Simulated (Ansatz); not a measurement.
# One arrangement of a pair

The pair of HCl (SMILES Cl, atoms 1–2) and CO (SMILES [C-]#[O+], atoms 3–4), both closed shells, in one local arrangement (a lower one may exist), relaxed at PBE0-D4/def2-TZVP:

Cl1  (-0.087, -0.224, -2.360)
H2  (-0.041, -0.103, -1.080)
C3  (0.043, 0.110, 1.163)
O4  (0.086, 0.216, 2.278)
(Å)

Program: Ansatz 0.2.0. Basis: def2-TZVPPD, with def2-QZVPPD for the basis limit. Cores are frozen in the correlated methods. B3LYP uses VWN-RPA correlation. Extrapolation: Hartree–Fock as exp(−7.88 √X), correlation as X^−2.97. Interaction energies count from these two fragments, frozen as in the pair, with the counterpoise correction; negative means bound.

**Question.** What is the interaction energy by CCSD(T) at an estimated basis limit (MP2 extrapolated from triple and quadruple zeta, plus CCSD(T) − MP2 in triple zeta)? (Judge from chemistry; the value comes from the calculation.)

**Answer.** By the calculation: -8.1 kJ/mol. Hartree–Fock alone gives 0.6 kJ/mol at the basis limit, so without correlation the pair would not bind at this distance. It counts from the two fragments frozen as in the pair.

The same quantity by other methods in triple zeta, and each one's difference from that estimate:
| method | E_int (kJ/mol) | difference |
| --- | --- | --- |
| PBE-D4 | -11.8 | -3.7 |
| revPBE-D4 | -9.2 | -1.1 |
| BLYP-D4 | -9.0 | -0.9 |
| r2SCAN-D4 | -8.5 | -0.4 |
| B97M-V | -9.2 | -1.1 |
| PBE0-D4 | -10.2 | -2.1 |
| B3LYP-D4 | -8.8 | -0.7 |
| HSE06-D4 | -10.3 | -2.2 |
| wB97X-V | -8.1 | 0.0 |
| wB97M-V | -7.5 | 0.6 |
| B2PLYP | -7.2 | 0.9 |
| HF | 0.5 | 8.6 |
| MP2 | -9.0 | -0.9 |
| CCSD | -5.7 | 2.4 |
| CCSD(T) | -7.1 | 1.0 |
Differences are method less estimate.

**Question.** Which atoms make the shortest contact between the fragments?

**Answer.** H2 and C3, 2.25 Å apart.

Basis-set superposition shift (counterpoise-corrected less uncorrected): CCSD(T) 1.9; MP2 1.9; HF 0.2; PBE0-D4 0.4; wB97M-V 0.3 kJ/mol.

No T1 diagnostic of these runs exceeds 0.020.

For scale, one of the runs: CCSD(T)/def2-TZVPPD, 145 basis functions, launched by `ansatz run in.yaml --threads 2 --pin off --events-out ev --progress --plain --max-ram 5222MiB`. The run took 10 s on 2 CPU threads of an Intel Xeon Platinum 8259CL (shared host), with 0.87 GiB of host memory at its peak.
